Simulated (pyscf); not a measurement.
Four-centre exchange: `[NH2][SiH]` [singlet] + `[OH2]` → `[NH2][SiH]` [singlet] + `[OH2]`

Gas phase, singlet surface, charge 0. Bonds broken: N1–H3, O6–H7. Bonds formed: N1–H7, H3–O6. PySCF, gas phase, ωB97X-D3(BJ)/def2-SVP geometries. Correlated levels are frozen-core, on RHF or UHF. ΔMP2 is the change of the MP2 total energy from the triple- to the quadruple-zeta basis.

Transition state (Å):

```xyz
8

N     -1.6123    -0.2692    -0.2983
Si    -1.0931    -0.3186     1.3367
H     -0.5253    -0.4400    -1.3094
H     -2.5781    -0.5502    -0.4728
H      0.3474     0.1783     0.9942
O     -0.0157     0.4287    -1.8127
H     -0.8881     0.7131    -1.1604
H      0.7586     0.5995    -1.2507
```

One imaginary mode, 1966i cm⁻¹; descent along it reached the two sides named, in the forms told below.

| bond | change | reactant side (Å) | saddle | product side |
|---|---|---|---|---|
| N1–H3 | breaks | 1.023 | 1.494 | 3.3 |
| O6–H7 | breaks | 0.966 | 1.126 | 2.024 |
| N1–H7 | forms | 3.3 | 1.494 | 1.023 |
| H3–O6 | forms | 2.024 | 1.126 | 0.966 |

Electronic energies relative to the separated reactants (kJ/mol):

```csv
level,barrier,reaction energy,reverse barrier
ωB97X-D3(BJ)/def2-TZVP,216.5,0.0,216.5
PBE/def2-TZVP,180.2,0.0,180.2
r²SCAN/def2-TZVP,193.5,0.0,193.5
B3LYP-D3(BJ)/def2-TZVP,207.6,0.0,207.6
PBE0-D3(BJ)/def2-TZVP,197.7,0.0,197.7
M06-2X/def2-TZVP,207.8,0.0,207.8
ωB97M-D3(BJ)/def2-TZVP,210.5,0.0,210.5
HF/def2-TZVP,302.1,0.0,302.1
MP2/def2-QZVPP,211.8,0.0,211.8
CCSD/def2-TZVPP,236.7,0.0,236.7
CCSD(T)/def2-TZVPP,220.7,0.0,220.7
CCSD(T)/def2-TZVPP + ΔMP2(QZVPP),223.0,0.0,223.0
```

With CCSD(T)/def2-TZVPP + ΔMP2(QZVPP) energies and thermal terms (ideal gas, 1 atm, RRHO with modes under 100 cm⁻¹ raised to 100, one conformer, R ln 2 for chiral ones without a mode under 150 cm⁻¹), in kJ/mol:

```json
[
 {"T (K)": "298", "ΔH‡": "212.3", "ΔG‡": "255.0", "ΔH": "0.0", "ΔG": "0.0"},
 {"T (K)": "600", "ΔH‡": "211.8", "ΔG‡": "298.7", "ΔH": "0.0", "ΔG": "0.0"},
 {"T (K)": "900", "ΔH‡": "214.3", "ΔG‡": "341.6", "ΔH": "0.0", "ΔG": "0.0"},
 {"T (K)": "1200", "ΔH‡": "217.9", "ΔG‡": "383.5", "ΔH": "0.0", "ΔG": "0.0"}
]
```

On the reactant side the descent ends in a complex, 22.6 kJ/mol under the separated species and 239.1 kJ/mol under the saddle at ωB97X-D3(BJ)/def2-TZVP. On the product side the descent ends in a complex, 22.5 kJ/mol under the separated species and 239.1 kJ/mol under the saddle at ωB97X-D3(BJ)/def2-TZVP. The same reactants have a lower exit, to NH₃ + HO–SiH: [singlet] (barrier -1.6 kJ/mol at ωB97M-D3(BJ), against +210.5 kJ/mol here). This is the saddle that the search found; another between the same sides may lie lower. The CCSD(T) − MP2 part came from Ansatz, without density fitting, on the same reference.
